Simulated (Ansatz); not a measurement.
## Bands of Na

```xyz
1
Lattice="-2.0974 2.0974 2.0974 2.0974 -2.0974 2.0974 2.0974 2.0974 -2.0974" Properties=species:S:1:pos:R:3 pbc="T T T"
Na    0.0000    0.0000    0.0000
```

The structure comes from a relaxation in the same program, started in the bcc type, and has space group Im-3m. Whether it is a known phase or the ground state wasn't checked.

All numbers below come from DFT, PBE, all-electron LAPW, scalar-relativistic (Ansatz 0.2.0).

Numerical set-up: a Γ-centred 13×13×13 k mesh, Fermi–Dirac smearing of 0.08 eV, basis error target 0.5 meV/atom, no spin polarisation.

Points in fractions of the reciprocal vectors of this cell: Γ (0, 0, 0), H (0.5, -0.5, 0.5), N (0, 0, 0.5), P (0.25, 0.25, 0.25). The path joins them by straight lines in the order Γ–H–N–Γ–P–H–P–N; legs that retrace an earlier one aren't tabulated. Energies are in eV from the Fermi level.

Problem. Is there a gap?

Solution. none: with an odd electron count and no spin polarisation the bands can't all be full, a metal in this set-up (spin order or a larger cell could open a gap).

Problem. List the levels between -14 and 4 eV at the symmetry points.

Solution. 
Γ: -3.31
H: none in this range
N: 0.73, 1.20
P: 2.70 (×3)
